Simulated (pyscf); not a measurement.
1,1-elimination: H₂P–InH₂ → PH₃ + InH [singlet]

Gas phase, singlet surface, charge 0. Bonds broken: P1–In2, In2–H5. Bonds formed: P1–H5. Structures and frequencies: ωB97X-D3(BJ)/def2-SVP in PySCF. Correlated levels are frozen-core, on RHF or UHF. ΔMP2 is the change of the MP2 total energy from the triple- to the quadruple-zeta basis.

Transition state (Å):

```xyz
6

P      0.3972    -0.6594     0.9447
In     1.9666     1.0507    -0.1067
H     -0.6153    -1.1982     1.8258
H      0.0624    -1.4087    -0.2048
H      2.0835    -0.8269     0.2233
H      2.3552     2.4861     0.8165
```

One imaginary mode, 1161i cm⁻¹; descent along it reached the two sides named, in the forms told below.

```json
[
 {"bond": "P1–In2", "change": "breaks", "reactant side (Å)": "2.479", "saddle": "2.548", "product side": "3.0"},
 {"bond": "In2–H5", "change": "breaks", "reactant side (Å)": "1.727", "saddle": "1.910", "product side": "3.8"},
 {"bond": "P1–H5", "change": "forms", "reactant side (Å)": "3.6", "saddle": "1.842", "product side": "1.418"}
]
```

Electronic energies relative to the reactant's lowest minimum found (eV):

```tsv
level	barrier	reaction energy	reverse barrier
ωB97X-D3(BJ)/def2-TZVP	2.41	+0.82	1.59
PBE/def2-TZVP	1.65	+0.45	1.21
r²SCAN/def2-TZVP	1.85	+0.61	1.24
B3LYP-D3(BJ)/def2-TZVP	1.91	+0.32	1.59
PBE0-D3(BJ)/def2-TZVP	1.97	+0.59	1.38
M06-2X/def2-TZVP	2.12	+0.47	1.65
ωB97M-D3(BJ)/def2-TZVP	2.28	+0.46	1.81
HF/def2-TZVP	2.87	+0.22	2.64
MP2/def2-QZVPP	1.97	+0.54	1.43
CCSD/def2-TZVPP	2.23	+0.42	1.81
CCSD(T)/def2-TZVPP	2.05	+0.48	1.57
CCSD(T)/def2-TZVPP + ΔMP2(QZVPP)	2.01	+0.49	1.52
```

With CCSD(T)/def2-TZVPP + ΔMP2(QZVPP) energies and thermal terms (ideal gas, 1 atm, RRHO with modes under 100 cm⁻¹ raised to 100, one conformer, R ln 2 for rigid chiral ones), in eV:

| T (K) | ΔH‡ | ΔG‡ | ΔH | ΔG |
|---|---|---|---|---|
| 298 | 1.94 | 1.94 | +0.49 | +0.12 |
| 600 | 1.92 | 1.95 | +0.45 | -0.23 |
| 900 | 1.90 | 1.97 | +0.41 | -0.56 |
| 1200 | 1.88 | 2.00 | +0.36 | -0.87 |

On the product side the descent ends in an adduct with a In–P contact, 0.40 eV under the separated species and 1.99 eV under the saddle at ωB97X-D3(BJ)/def2-TZVP. What is counted as broken (In–P) persists as a longer contact in the product adduct; parting that adduct is a step of its own. One saddle was located; it need not be the lowest between these sides. The CCSD(T) − MP2 part came from Ansatz, without density fitting, on the same reference. The frozen core leaves the outer d or s,p core shells of the metals and heavy elements correlated in the MP2 and CC values, and def2-TZVPP describes them poorly, which can shift differences by a few kcal/mol. Elements past Kr carry the def2 core potentials, without spin-orbit coupling.
